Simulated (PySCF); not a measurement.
PySCF input file for tetrafluoromethane cation (CF4), SMILES FC(F)(F)F (connectivity only; charge and spin as stated), charge +1, multiplicity 2, B3LYP-D3(BJ)/def2-SVP. Geometry: B3LYP-D3(BJ)/def2-SVP. The geometry has at least one imaginary mode, so it is a saddle point at that level. The spin state was assumed, not searched.

```python
import numpy as np
from pyscf import gto, scf, dft, df
from pyscf.hessian import thermo

mol = gto.M(
    atom='''
    F     0.77442292   -0.77442290    0.73641814
    C    -0.00000000    0.00000000    0.00000000
    F     0.77442291    0.77442290   -0.73641815
    F    -0.77442292   -0.77442294   -0.73641811
    F    -0.77442291    0.77442294    0.73641811
    ''',
    basis='def2-SVP',
    charge=1,
    spin=1,
    max_memory=1600,
    verbose=3,
)
mf = dft.UKS(mol, xc='b3lyp').density_fit(auxbasis='def2-universal-jkfit')
mf.disp = 'd3bj'
mf.grids.level = 3
mf.conv_tol = 1e-11
mf.max_cycle = 100
mf.kernel()
fine, coarse = mf.grids, dft.Grids(mol).set(level=1).build(with_non0tab=True)
for _ in range(3):  # follow internal instabilities
    mf.grids = coarse
    mo, _, stable, _ = mf.stability(return_status=True, nroots=4)
    mf.grids = fine
    if stable:
        break
    mf.kernel(mf.make_rdm1(mo, mf.mo_occ))

# [left out here: the lines that compute and print the analytic Hessian (its translational invariance restored by hand, since the grid's response is missing), thermochemistry and intensities]
```

It prints:

```

WARN: HOMO -0.473099401949418 >= LUMO -0.473099401949417

converged SCF energy = -436.592253292687  <S^2> = 0.75379584  2S+1 = 2.0037922
<class 'pyscf.df.df_jk.DFUKS'> wavefunction is stable in the internal stability analysis

WARN: DFTD3 does not support analytical Hessian, using finite difference


WARN: Mole.unit (angstrom) is changed to Bohr

Mode                                 0                   1                   2
Irrep
Freq [cm^-1]                     -647.3413           -647.2864            341.3119
Reduced mass [au]                  12.9133             12.9134             18.9984
Force const [Dyne/A]               -3.1883             -3.1877              1.3040
Char temp [K]                    -931.3800           -931.3011            491.0718
Normal mode                   x     y     z       x     y     z       x     y     z
       0   F                -0.02  0.01  0.03    0.04  0.05  0.01   -0.08 -0.08 -0.00
       1   C                 0.21 -0.15  0.00   -0.15 -0.21  0.00    0.00  0.00 -0.00
       2   F                -0.05  0.04 -0.01    0.01  0.02  0.03   -0.08  0.08 -0.00
       3   F                -0.05  0.04  0.01    0.01  0.02 -0.03    0.08 -0.08  0.00
       4   F                -0.02  0.01 -0.03    0.04  0.05 -0.01    0.08  0.08 -0.00
Mode                                 3                   4                   5
Irrep
Freq [cm^-1]                      375.2394            566.1085            714.7359
Reduced mass [au]                  18.9984             16.8288             18.4249
Force const [Dyne/A]                1.5761              3.1776              5.5456
Char temp [K]                     539.8859            814.5041           1028.3459
Normal mode                   x     y     z       x     y     z       x     y     z
       0   F                -0.05  0.05  0.09   -0.07  0.07  0.02   -0.06  0.07 -0.11
       1   C                 0.00 -0.00  0.00   -0.00  0.00 -0.14    0.05 -0.04  0.00
       2   F                -0.05 -0.05 -0.09    0.07  0.07  0.02    0.04 -0.05  0.01
       3   F                 0.05  0.05 -0.09   -0.07 -0.07  0.02    0.04 -0.05 -0.01
       4   F                 0.05 -0.05  0.09    0.07 -0.07  0.02   -0.06  0.07  0.11
Mode                                 6                   7                   8
Irrep
Freq [cm^-1]                      714.7706            830.6821            905.4194
Reduced mass [au]                  18.4247             13.8328             18.9984
Force const [Dyne/A]                5.5461              5.6238              9.1763
Char temp [K]                    1028.3958           1195.1666           1302.6969
Normal mode                   x     y     z       x     y     z       x     y     z
       0   F                 0.05  0.04  0.01   -0.04  0.04 -0.04    0.07 -0.07  0.06
       1   C                 0.04  0.05  0.00   -0.00  0.00  0.23    0.00 -0.00  0.00
       2   F                -0.07 -0.06  0.11    0.04  0.04 -0.04    0.07  0.07 -0.06
       3   F                -0.07 -0.06 -0.11   -0.04 -0.04 -0.04   -0.07 -0.07 -0.06
       4   F                 0.05  0.04 -0.01    0.04 -0.04 -0.04   -0.07  0.07  0.06
temperature 298.1500 [K]
pressure 101325.00 [Pa]
Rotational constants [GHz] 5.82315 5.82315 5.54439
Symmetry number 4
Zero-point energy (ZPE) 0.01013 [Eh]   26606.550 [J/mol]
                           tot       elec      trans        rot        vib
Entropy [J/mol/K]       278.591      5.763    164.586     92.867     15.375
Cv [J/mol/K]             53.884      0.000     12.472     12.472     28.941
Cp [J/mol/K]             62.199      0.000     20.786     12.472     28.941
Internal energy [J/mol]                      3718.434   3718.434  29813.531
Internal energy [Eh]   -436.57807  -436.59225
Enthalpy [J/mol]                             6197.391   3718.434  29813.531
Enthalpy [Eh]          -436.57712
Gibbs free energy [J/mol]                  -42874.054 -23969.768  25229.565
Gibbs free energy [Eh] -436.60876
mode   freq/cm-1   IR/(km/mol)
   1     -647.34       420.557
   2     -647.29       420.586
   3      341.31         0.000
   4      375.24         0.000
   5      566.11         2.465
   6      714.74        47.325
   7      714.77        47.339
   8      830.68         5.268
   9      905.42         0.000
max |gradient| / (hartree/bohr): 0.00016417871908573826
APT charges: [ 0.597  -1.3877  0.597   0.597   0.5971]
```

The run converged. The end point has an imaginary mode, so it is no minimum.
